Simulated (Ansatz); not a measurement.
Single points on the cluster BN₂⁻.

```yaml
crystal:
  periodic: [false, false, false]
  atoms:
    - {symbol: B, position_ang: [0.897414, 0.064643, 0.011755]}
    - {symbol: N, position_ang: [-0.403090, -0.662031, -0.025569]}
    - {symbol: N, position_ang: [-0.494324, 0.597388, 0.013804]}
basis:
  gaussian: {orbitals: def2-TZVPD, initial_orbitals: start.molden}
total_charge: -1
hamiltonian: {xc: {name: wB97M-V}}
scf: {omitted_lower_state_checks: [starts]}
output: {orbitals: {seedname: orbitals}}
```

The file start.molden holds the orbitals of an earlier run on this structure, at another level or in another basis.

```sh
$ ansatz run in.yaml --threads 4 --pin off --events-out ev --progress --plain --max-ram 3916MiB
```

Shortened log:

```
Functional definition: wB97M-V
523 factors; their error is unknown
139 factors; integrals over basis functions are off by at most 2.7e-5 eV
mean field evaluation 1: about -3654.0799 eV, gradient 8.0e0 eV
mean field evaluation 2: about -3654.1183 eV, gradient 5.3e-2 eV
mean field evaluation 4: about -3654.1196 eV, gradient 1.6e-4 eV
mean field evaluation 8: about -3654.1196 eV, gradient 8.7e-6 eV
mean field -3654.11960072 eV, -134.2864184754 hartree, gradient 8.7e-6 eV, S^2 0.000000; 0 other end points of the search recorded, 0 dependent functions left out
reference -3654.11964740 eV, -134.2864201906 hartree; 10, 10 occupied and 101, 101 virtual orbitals, 523 factors
Total energy: -3654.11964740 eV, -134.2864201906 hartree
Checks for a lower state left out: starts
```

Hardware: 4 threads of Arm Neoverse V2 on a shared host. Wall time 1.1 s.

First input, but with `hamiltonian: {xc: pbe, dispersion: d4}` (abridged; 0.3 s):

```
Functional definition: PBE
mean field -3650.61951826 eV, -134.1577928174 hartree, gradient 1.9e-5 eV, S^2 0.000000
Total energy: -3650.66991633 eV, -134.1596449123 hartree
Checks for a lower state left out: starts
```

Geometry: PBE0-D4/def2-TZVPD.

At PBE-D4/def2-TZVPD the highest occupied level of the charge -1 singlet lies above zero (up to 1.15 eV). By energy differences its removal costs 1.89 eV (vertical, to the charge 0 doublet, at PBE-D4/def2-TZVPD); a positive level beside a positive removal energy at the same level points to self-interaction error. The structure comes from a short search, and lower isomers may exist.
